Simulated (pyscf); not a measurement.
This saddle point was located with ωB97X-D3(BJ)/def2-SVP in PySCF.

```xyz
5

B      0.6221     0.7641     0.3073
N      0.9526     0.5596    -0.9301
H      0.3933     0.9991     1.4482
H     -0.0706    -0.2982    -1.6294
H     -0.7575    -0.7400    -1.6905
```
Charge 0, spin multiplicity 2.

Surface: doublet, charge 0. Lowest wavenumbers (cm⁻¹): 720i, 248, 576, 623, 710.

Problem. What reaction is this the transition state of?

Solution. `[BH]=[NH]` + `[H]` [doublet] ⇌ `[BH]=[N]` [doublet] + `[H][H]`, a hydrogen abstraction read from left to right: H–N broken and H–H formed. At ωB97M-D3(BJ)/def2-TZVP it lies +29.7 kcal/mol from the left side and +3.2 kcal/mol from the right (each side as separated species at their lowest minima found). The same reactants have a lower exit, to [HB–NH₂]• (barrier +9.3 kcal/mol at ωB97M-D3(BJ)/def2-TZVP, against +29.7 kcal/mol here). HB=N• lies 15.4 kcal/mol over its isomer [B=NH]• (electronic energy, ωB97M-D3(BJ)/def2-TZVP). One saddle was located; it need not be the lowest between these sides. The angle at the transferred H is 156°. The term symbol of open-shell HB=N• was not checked; spin-orbit terms are left out.
